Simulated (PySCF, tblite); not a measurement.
# CO₂: protonation, part 2 of 2

tblite 0.8.0 and PySCF 2.14.0. Atoms count from 0. The steps go on from the part before.

### 17 Single point (CHO2+): wavefunction

Geometry: PBE0-D3(BJ)/def2-SVP.

Job settings and geometry (Å):

```
{"job": {"kind": "sp", "xc": "MP2", "basis": "ma-def2-TZVP", "grid": 2}, "charge": 1, "multiplicity": 1}
O     -1.238192    -0.062974     0.201239
C     -0.040783     0.049588     0.038963
O      1.079175     0.080262    -0.037421
H     -1.892250     0.471608    -0.314217
```

Method: wavefunction single point, frozen core, gas phase.

What it wrote:

```text
final grid: 39000 points
cycle   1  E = -187.7786273213  dE =  1.244e+00  |g| = 8.137e-01  |ddm| = 1.594e+00
cycle   2  E = -187.8688432133  dE = -9.022e-02  |g| = 6.093e-01  |ddm| = 6.808e-01
cycle   3  E = -187.9304669416  dE = -6.162e-02  |g| = 1.013e-01  |ddm| = 3.130e-01
cycle   4  E = -187.9323824605  dE = -1.916e-03  |g| = 2.537e-02  |ddm| = 5.970e-02
cycle   5  E = -187.9325748349  dE = -1.924e-04  |g| = 9.345e-03  |ddm| = 2.443e-02
cycle   6  E = -187.9326007437  dE = -2.591e-05  |g| = 3.940e-03  |ddm| = 6.514e-03
cycle   7  E = -187.9326092768  dE = -8.533e-06  |g| = 1.095e-03  |ddm| = 5.655e-03
cycle   8  E = -187.9326101776  dE = -9.008e-07  |g| = 3.987e-04  |ddm| = 1.643e-03
cycle   9  E = -187.9326103605  dE = -1.829e-07  |g| = 1.628e-04  |ddm| = 6.620e-04
cycle  10  E = -187.9326103923  dE = -3.176e-08  |g| = 3.952e-05  |ddm| = 3.476e-04
cycle  11  E = -187.9326103936  dE = -1.268e-09  |g| = 5.343e-06  |ddm| = 7.423e-05
converged SCF energy = -187.9326103936
E(HF, exact integrals) = -187.9327292204
E(MP2) = -188.5240748723
```

Wall time 2.1 s (1 thread of Arm Neoverse V1, shared host).

### 18 Protonation: MP2/ma-def2-TZVP

This step combines the energies above: geometries from PBE0-D3(BJ)/def2-SVP, zero-point and thermal terms from PBE0-D3(BJ)/def2-SVP.

Job settings and geometry (Å):

```
{"job": {"kind": "pa", "geom": {"xc": "PBE0", "basis": "def2-SVP", "d3": "d3bj", "grid": 1}, "hess": 1, "level": {"xc": "MP2", "basis": "ma-def2-TZVP"}}, "charge": 0, "multiplicity": 1}
O     -1.150141     0.163743    -0.012205
C      0.007499     0.102015    -0.008349
O      1.165122     0.040287    -0.004493
```

Output (the driver's rows laid out field by field):

```text
protonation site by site, MP2/ma-def2-TZVP // PBE0-D3(BJ)/def2-SVP

row 1
  formula                 CHO2
  charge                  1
  multiplicity            1
  smiles                  O=C=[OH+]
  kept                    yes
  pieces                  1
  point_group             Cs
  atom                    0
  element                 O
  electronic              547.73
  enthalpy                526.87
  free_energy             502.16
  share_gas               1.0
```

Wall time 3.9 s (1 thread of Arm Neoverse V1, shared host).

Energy given off on adding a proton (kJ/mol, gas phase, 298 K for the thermal columns):

```csv
site,product,electronic,enthalpy,free energy
O0,O=C=[OH+],547.7,526.9,502.2
```

### 19 Single point (CO₂): HF/ma-def2-TZVP

Geometry: PBE0-D3(BJ)/def2-SVP.

Job settings and geometry (Å):

```
{"job": {"kind": "sp", "xc": "HF", "basis": "ma-def2-TZVP", "grid": 2}, "charge": 0, "multiplicity": 1}
O     -1.150141     0.163743    -0.012205
C      0.007499     0.102015    -0.008349
O      1.165122     0.040287    -0.004493
```

What it wrote:

```text
final grid: 33624 points
cycle   1  E = -187.6002013351  dE =  6.688e-01  |g| = 7.768e-01  |ddm| = 1.514e+00
cycle   2  E = -187.6666729645  dE = -6.647e-02  |g| = 5.509e-01  |ddm| = 6.226e-01
cycle   3  E = -187.7162298617  dE = -4.956e-02  |g| = 4.512e-02  |ddm| = 2.658e-01
cycle   4  E = -187.7167006245  dE = -4.708e-04  |g| = 1.170e-02  |ddm| = 3.399e-02
cycle   5  E = -187.7167557986  dE = -5.517e-05  |g| = 2.491e-03  |ddm| = 1.040e-02
cycle   6  E = -187.7167591876  dE = -3.389e-06  |g| = 5.697e-04  |ddm| = 3.459e-03
cycle   7  E = -187.7167593060  dE = -1.184e-07  |g| = 1.145e-04  |ddm| = 8.379e-04
cycle   8  E = -187.7167593098  dE = -3.774e-09  |g| = 1.398e-05  |ddm| = 1.160e-04
converged SCF energy = -187.7167593098
```

It took 0.28 s on 1 thread of Arm Neoverse V1, shared host.

### 20 Single point (CHO₂+): HF/ma-def2-TZVP

Geometry: PBE0-D3(BJ)/def2-SVP.

Job settings and geometry (Å):

```
{"job": {"kind": "sp", "xc": "HF", "basis": "ma-def2-TZVP", "grid": 2}, "charge": 1, "multiplicity": 1}
O     -1.238192    -0.062974     0.201239
C     -0.040783     0.049588     0.038963
O      1.079175     0.080262    -0.037421
H     -1.892250     0.471608    -0.314217
```

What it wrote:

```text
final grid: 39000 points
cycle   1  E = -187.7786273213  dE =  1.244e+00  |g| = 8.137e-01  |ddm| = 1.594e+00
cycle   2  E = -187.8688432133  dE = -9.022e-02  |g| = 6.093e-01  |ddm| = 6.808e-01
cycle   3  E = -187.9304669416  dE = -6.162e-02  |g| = 1.013e-01  |ddm| = 3.130e-01
cycle   4  E = -187.9323824605  dE = -1.916e-03  |g| = 2.537e-02  |ddm| = 5.970e-02
cycle   5  E = -187.9325748349  dE = -1.924e-04  |g| = 9.345e-03  |ddm| = 2.443e-02
cycle   6  E = -187.9326007437  dE = -2.591e-05  |g| = 3.940e-03  |ddm| = 6.514e-03
cycle   7  E = -187.9326092768  dE = -8.533e-06  |g| = 1.095e-03  |ddm| = 5.655e-03
cycle   8  E = -187.9326101776  dE = -9.008e-07  |g| = 3.987e-04  |ddm| = 1.643e-03
cycle   9  E = -187.9326103605  dE = -1.829e-07  |g| = 1.628e-04  |ddm| = 6.620e-04
cycle  10  E = -187.9326103923  dE = -3.176e-08  |g| = 3.952e-05  |ddm| = 3.476e-04
cycle  11  E = -187.9326103936  dE = -1.268e-09  |g| = 5.343e-06  |ddm| = 7.423e-05
converged SCF energy = -187.9326103936
```

Wall time 0.4 s (1 thread of Arm Neoverse V1, shared host).

### 21 Protonation: HF/ma-def2-TZVP

This step combines the energies above: geometries from PBE0-D3(BJ)/def2-SVP, zero-point and thermal terms from PBE0-D3(BJ)/def2-SVP.

Job settings and geometry (Å):

```
{"job": {"kind": "pa", "geom": {"xc": "PBE0", "basis": "def2-SVP", "d3": "d3bj", "grid": 1}, "hess": 1, "level": {"xc": "HF", "basis": "ma-def2-TZVP"}}, "charge": 0, "multiplicity": 1}
O     -1.150141     0.163743    -0.012205
C      0.007499     0.102015    -0.008349
O      1.165122     0.040287    -0.004493
```

Output (the driver's rows laid out field by field):

```text
protonation site by site, HF/ma-def2-TZVP // PBE0-D3(BJ)/def2-SVP

row 1
  formula                 CHO2
  charge                  1
  multiplicity            1
  smiles                  O=C=[OH+]
  kept                    yes
  pieces                  1
  point_group             Cs
  atom                    0
  element                 O
  electronic              566.72
  enthalpy                545.87
  free_energy             521.15
  share_gas               1.0
```

Run time: 0.76 s. Hardware: 1 thread of Arm Neoverse V1, shared host.

Energy given off on adding a proton (kJ/mol, gas phase, 298 K for the thermal columns):

```csv
site,product,electronic,enthalpy,free energy
O0,O=C=[OH+],566.7,545.9,521.1
```

### 22 Outcome

The summary covers parts 1 to 2.

| quantity | value |
| --- | --- |
| strongest single infrared mode (GFN2-xTB) | 2595 cm⁻¹, 1047 km/mol |
| zero-point energy (GFN2-xTB) | 7.5 kcal/mol |
| point group | Dinfh |
| rotational constants (main isotopes) | 11.76, 11.76 GHz |
| proton affinity (−ΔH), O0 (wB97X-D3(BJ)/def2-TZVP) | 543.0 kJ/mol |
| proton affinity (−ΔH), O0 (CCSD(T)/ma-def2-TZVP) | 536.3 kJ/mol |
| proton affinity (−ΔH), O0 (MP2/ma-def2-TZVP) | 526.9 kJ/mol |
| proton affinity (−ΔH), O0 (HF/ma-def2-TZVP) | 545.9 kJ/mol |

All 4 modes are real, so the xTB geometry is a minimum. The strongest single mode, at 2595 cm⁻¹, moves mainly C1. Unscaled tight-binding wavenumbers are off by several per cent, some by more. Its intensities can rank the bands wrongly. Over 2 steps the energy fell by 0.030 eV; of the close pairs, C1–O2 changed most, 1.144 to 1.159 Å (PBE0/def2-SVP). The proton affinity (−ΔH) at O0 is 543.0 kJ/mol at wB97X-D3(BJ)/def2-TZVP; zero-point and thermal terms move it by -20.9 kJ/mol from the electronic value.
